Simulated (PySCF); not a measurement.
What does the GFN2-xTB structure of phthalazine (`n1ncc2ccccc2c1`) look like in three dimensions?

```xyz
16
C8H6N2 angstrom
C     -1.938    0.875    0.018
C     -2.061   -0.523   -0.032
C     -0.951   -1.324   -0.052
C      0.328   -0.739   -0.025
C      1.548   -1.463   -0.045
N      2.721   -0.902   -0.019
N      2.836    0.416    0.028
C      1.779    1.173    0.050
C      0.452    0.671    0.026
C     -0.706    1.470    0.049
H     -2.833    1.480    0.032
H     -3.047   -0.963   -0.055
H     -1.036   -2.400   -0.087
H      1.542   -2.545   -0.082
H      1.960    2.239    0.089
H     -0.603    2.544    0.092
```

Any rigid rotation of these coordinates is as good. Atoms count from 1 in this order. The 6-membered ring C1–C2–C3–C4–C9–C10 has internal angles of 119.6° to 120.8° (sum 720°, against 720° for a flat polygon); it is planar, 0.00 Å rms from its mean plane, widest ring torsion 0°. The 6-membered ring C4–C5–N6–N7–C8–C9 has internal angles of 115.7° to 123.7° (sum 720°, against 720° for a flat polygon); it is planar, 0.00 Å rms from its mean plane, widest ring torsion 0°. The 8 C–C bonds span 1.369 Å (C2–C3, aromatic) to 1.419 Å (C4–C5, aromatic), a spread of 0.050 Å. The 10 heavy atoms lie in one plane (0.001 Å rms).

Bonds between heavy atoms (Å): C1–C2 1.405, C2–C3 1.369, C3–C4 1.407, C4–C5 1.419, C5–N6 1.300, N6–N7 1.324, N7–C8 1.300, C8–C9 1.419, C9–C10 1.407, C1–C10 1.369, C4–C9 1.416.

Structure optimised with GFN2-xTB, isolated species.

Point group: C2v (every atom within 0.08 Å of its image). No frequency check.

The numbers are calculated, not measured.
